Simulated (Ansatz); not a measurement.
Total energies of `C=C(F)C(F)F`.

Cartesian coordinates in Å:
```
C 0.862 1.124 0.104
C -0.002 0.210 0.493
F -0.449 0.135 1.750
C -0.633 -0.852 -0.354
F -0.243 -0.723 -1.639
F -0.247 -2.077 0.080
H 1.187 1.143 -0.926
H 1.251 1.852 0.803
H -1.727 -0.812 -0.311
```

The species carries charge 0 and has multiplicity 1. The structure was optimised at the PBE0-D4/def2-TZVP level. It is one conformer, not always the lowest. Basis def2-TZVPP, Ansatz.

RPA on PBE orbitals: Hartree–Fock energy of these orbitals -413.74169 Eh, correlation -1.87366 Eh (frozen core).

| functional | energy without D4 (Eh) | D4 term (kJ/mol) |
| --- | --- | --- |
| PBE | -415.36894 | -14.4 |
| revPBE | -415.66344 | -52.0 |
| BLYP | -415.73138 | -32.8 |
| r2SCAN | -415.60917 | -3.6 |
| B97M-V | -415.69433 | – |
| PBE0 | -415.37553 | -11.9 |
| HSE06 (plane-wave form) | -415.35729 | -11.0 |
| BHLYP | -415.61857 | -15.5 |
| LC-ωPBE | -415.55817 | – |
| ωB97M-V | -415.68240 | – |

Problem. Give the same for LDA (SPW92), B3LYP, r2SCANh, r2SCAN0, CAM-B3LYP, ωB97X-V, B2PLYP, PBE-QIDH. (Estimate.)

Solution. The calculation gave: 
| functional | energy without D4 (Eh) | D4 term (kJ/mol) |
| --- | --- | --- |
| LDA (SPW92) | -412.83582 | – |
| B3LYP | -415.80300 | -23.0 |
| r2SCANh | -415.58655 | -3.7 |
| r2SCAN0 | -415.55419 | -4.1 |
| CAM-B3LYP | -415.67331 | -11.8 |
| ωB97X-V | -415.66613 | – |
| B2PLYP | -415.53862 | – |
| PBE-QIDH | -415.31864 | – |

B3LYP takes the VWN-RPA correlation (the form of Gaussian; ORCA's B3LYP/G). HSE06 is the plane-wave form, built on full-range PBE exchange. The double hybrids freeze the cores in their second-order part.

LC-ωPBE has ω = 0.4 bohr⁻¹.
